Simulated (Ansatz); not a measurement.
PF₃⁺. Total charge 1; doublet. Geometry r2SCAN-D4/def2-TZVP, that of the neutral singlet; atoms count from 1.

Cartesian coordinates in Å:
```
P -0.472 0.320 0.140
F -0.638 -1.209 -0.209
F 0.705 0.167 1.178
F 0.405 0.721 -1.108
```

(1) Estimate the Mulliken populations from the PBE0/def2-TZVP orbitals of Ansatz.

(2) Where does the spin sit?

(3) And the Mayer bond orders between heavy atoms (over 0.3)?

## Answers

(1) 
```json
{"atom": "P1", "charge (e)": "1.18", "spin (α − β)": "0.63"}
{"atom": "F2", "charge (e)": "-0.06", "spin (α − β)": "0.12"}
{"atom": "F3", "charge (e)": "-0.06", "spin (α − β)": "0.12"}
{"atom": "F4", "charge (e)": "-0.06", "spin (α − β)": "0.12"}
```
Mulliken values depend strongly on the basis.

(2) Summed by element: P 0.63, F 0.37, of 1 unpaired in all. Largest on single atoms: P1 0.63, F3 0.12, F4 0.12.

(3) P1–F2 1.33 (1.58 Å); P1–F3 1.33 (1.58 Å); P1–F4 1.33 (1.58 Å).
